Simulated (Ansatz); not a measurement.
This Ansatz (an electronic-structure program) input (CCSD(T)/cc-pwCVTZ) gives -189.66857 Eh with 157 basis functions. A basis named .json is the Basis Set Exchange file of that set (core-valence sets with the plain set on hydrogen).

Ansatz 0.2 input:
```yaml
crystal:
  periodic: [false, false, false]
  atoms:
    - {symbol: O, position_ang: [-1.03161242, -0.43547658, -0.01906221]}
    - {symbol: C, position_ang: [0.00415137, 0.42058817, 0.00392352]}
    - {symbol: O, position_ang: [1.15861150, 0.10574915, 0.01788813]}
    - {symbol: H, position_ang: [-0.66969788, -1.33749408, -0.02206250]}
    - {symbol: H, position_ang: [-0.37120299, 1.45178455, 0.00791402]}
basis:
  gaussian:
    orbitals: cc-pwCVTZ.json
magnetization: {spin_polarized: false}
correlation: {method: ccsd_t, frozen_orbitals: {C: 0, H: 0, O: 0}}
```

Change:
```diff
- orbitals: cc-pwCVTZ.json
+ orbitals: cc-pCVDZ.json
```

### Question
What does the run give now?

### Answer
-189.42949 Eh (CCSD(T)/cc-pCVDZ, 64 functions), a change of +239.08 mEh.
